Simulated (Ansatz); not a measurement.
# BSi2: the cost of one run

Program: Ansatz 0.2.0, Gaussian basis. Level of theory: def2-TZVPP, core rule «outside noble gas», up to 11 orbitals frozen. These are calculated values, not measurements.

The runs, in order: UHF; ROHF; CCSD(T) on UHF.

**1. The system**

The geometry is a PBE0/def2-TZVP stationary point (not a proven minimum) of the parent state, kept for this charge and spin.

3 atoms, charge 0, spin multiplicity 6.

Atoms are counted from 1 here; the program's logs count them from 0.

Bond lengths: Si1–B2 1.955 Å, B2–Si3 1.955 Å. Angles: Si1–B2–Si3 180.0°.

**2. UHF**

Contents of in.yaml:

```yaml
crystal:
  periodic: [false, false, false]
  atoms:
    - {symbol: Si, position_ang: [0.000000, 0.000000, 1.954501]}
    - {symbol: B, position_ang: [0.000000, 0.000000, 0.000000]}
    - {symbol: Si, position_ang: [0.000000, 0.000000, -1.954501]}
basis:
  gaussian: {orbitals: def2-TZVPP}
magnetization: {spin_polarized: true, initial_magnetization: 5}
hamiltonian: {xc: hf}
output: {orbitals: {seedname: orbitals}}
```

The run is started by

```
> ansatz run in.yaml --threads 1 --pin off --events-out ev --progress --plain --max-ram 4096MiB --backend cpu
```

Q: Estimate wall time and peak memory on 1 thread of AMD EPYC 7R13, shared host.

About 11 s, with a peak of 0.31 GiB.
